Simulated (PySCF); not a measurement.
**Basis-set dependence of excited states**

Species: (Z)-2-butenenitrile, C4H5N.
Atom-mapped SMILES: `[CH3:1]/[CH:2]=[CH:3]\[C:4]#[N:5]` (hydrogens: H6, H7, H8 on C1; H9 on C2; H10 on C3)

Structure used (PBE0-D3(BJ)/def2-SVP), in Å, numbered top down from 1:
```xyz
10
C4H5N angstrom
C     -1.1820   -0.3670    0.3861
C     -0.1189    0.6706    0.3898
C      1.0788    0.5797   -0.2136
C      1.4884   -0.5686   -0.9557
N      1.8202   -1.5017   -1.5606
H     -1.4600   -0.6378    1.4178
H     -0.8723   -1.2766   -0.1467
H     -2.0968    0.0241   -0.0895
H     -0.3305    1.5987    0.9327
H      1.7975    1.4018   -0.1559
```

TDDFT with PBE0 (PySCF), vertical singlets, core orbitals frozen in the response, spherical d and f functions. Isolated species at its PBE0-D3(BJ)/def2-SVP geometry, gas phase.

| basis | functions | diffuse | S1 (eV) | S2 (eV) | S3 (eV) | S4 (eV) | S5 (eV) | LUMO (eV) | α (au) |
| --- | --- | --- | --- | --- | --- | --- | --- | --- | --- |
| 6-31G* | 80 | no | 6.32 | 6.39 | 6.91 | 7.47 | 8.05 | -1.06 | 44.8 |
| def2-SVP | 95 | no | 6.29 | 6.37 | 6.91 | 7.38 | 8.02 | -1.26 | 46.3 |
| 6-31+G* | 100 | yes | 6.18 | 6.36 | 6.57 | 7.28 | 7.44 | -1.37 | 51.5 |
| def2-SVPD | 140 | yes | 6.17 | 6.34 | 6.73 | 7.37 | 7.61 | -1.44 | 54.2 |
| aug-cc-pVDZ | 160 | yes | 6.12 | 6.30 | 6.45 | 7.05 | 7.38 | -1.42 | 55.6 |
| def2-TZVP | 185 | no | 6.14 | 6.31 | 6.76 | 7.37 | 7.91 | -1.40 | 52.7 |
| def2-TZVPD | 230 | yes | 6.12 | 6.29 | 6.57 | 7.26 | 7.36 | -1.43 | 55.6 |

Question: How much do these states and the polarisability depend on the basis?

Answer: States are compared by their number. Against the largest diffuse basis here (def2-TZVPD, itself not a converged limit), sets without diffuse functions differ by up to 0.20 eV in S1 and 0.68 eV in S5; the smaller diffuse sets differ by up to 0.07 and 0.25 eV. State by state, the largest deviation of a set without diffuse functions is S1 0.20, S2 0.09, S3 0.34, S4 0.21, S5 0.68 eV. The same number needn't mean the same state in each row. Against def2-TZVPD the polarisability deviates by -19% in 6-31G*, -17% in def2-SVP, -7% in 6-31+G*, -2% in def2-SVPD, 0% in aug-cc-pVDZ, -5% in def2-TZVP. A single + in a Pople set puts diffuse functions on heavy atoms only.
